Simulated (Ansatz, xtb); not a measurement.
Molecule: C$_{4}$H$_{5}$, charge 0, multiplicity 2. It need not be the lowest isomer of its formula. SMILES: [CH]=CC=C
Geometry from a B3LYP-D3(BJ)/def2-TZVP (Ansatz, a program for electronic structure) optimisation:
```
C
C 1 1.3330
H 2 1.0816 1 121.49
H 2 1.0837 3 117.06 1 -180.00
H 1 1.0850 2 119.87 3 0.00
C 1 1.4630 5 116.51 2 -180.00
C 6 1.3126 1 124.98 5 0.00
H 7 1.0788 6 138.30 1 0.00
H 6 1.0899 7 119.18 8 -180.00
```
Charge 0, spin multiplicity 2.

Harmonic wavenumbers from GFN2-xTB (xtb, at its own minimum), cm⁻¹: 129, 289, 459, 525, 659, 744, 871, 916, 923, 1013, 1097, 1216, 1276, 1401, 1646, 1688, 2989, 3068, 3096, 3121, 3187.

**Question.** Give the harmonic wavenumbers at B3LYP-D3(BJ)/def2-TZVP (Ansatz, finite differences of forces, unscaled).

**Answer.** 165, 295, 489, 585, 724, 839, 905, 940, 945, 1027, 1161, 1264, 1325, 1447, 1629, 1675, 3092, 3142, 3155, 3229, 3240 cm⁻¹. Zero-point energy 44.7 kcal/mol.

**Question.** From these and the geometry, give the ideal-gas thermochemistry at 298.15 K and 1 atm (rigid rotor, harmonic oscillator).

**Answer.** Point group Cs, rotational symmetry number 1. Rotational constants 44.51, 4.723, 4.27 GHz. S(trans) 37.83, S(rot) 23.40, S(vib) 6.14, S(elec, spin only) 1.38, S 68.7 cal/(mol K). H(298) - H(0) 3.53 kcal/mol; G - E(el) 27.7 kcal/mol.
